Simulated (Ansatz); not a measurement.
Elastic constant C44 (GPa) of solids drawn from the class of elemental solids other than molecular ones, at two levels: LDA (Ansatz, an electronic-structure program, PAW), and PBEsol (Ansatz, PAW).

```
solid              LDA  PBEsol  shift (%)
----------------  ----  ------  ---------
hcp Tc             155     149       -3.9
fcc Ir             292     283       -3.1
hcp Ti            36.5    43.0      +17.8
hcp Hf            46.5    52.4      +12.7
bcc Li            11.9    11.6       -2.5
white tin (β-Sn)  25.2    23.1       -8.3
hcp Co             121     111       -8.3
bcc Ba            12.2    11.3       -7.4
fcc Pd            79.0    74.3       -5.9
hcp Be             178     170       -4.5
```

The shifts run from -8.3 % to +17.8 %, with a median of -4.2 %.

Over all 10 rows PBEsol is the larger in 2.

Ansatz's runs of these crystals have no spin polarisation, but for hcp Co.

Density-functional runs with spin start from parallel moments for hcp Co.

Spin–orbit coupling is left out, also for the solids with elements from indium on (fcc Ir, hcp Hf, white tin (β-Sn), bcc Ba); its size isn't shown.

Each level is taken at its own relaxed cell. Ansatz's density-functional and Hartree–Fock values are scalar-relativistic unless marked +SOC, with PAW data made under PBE.
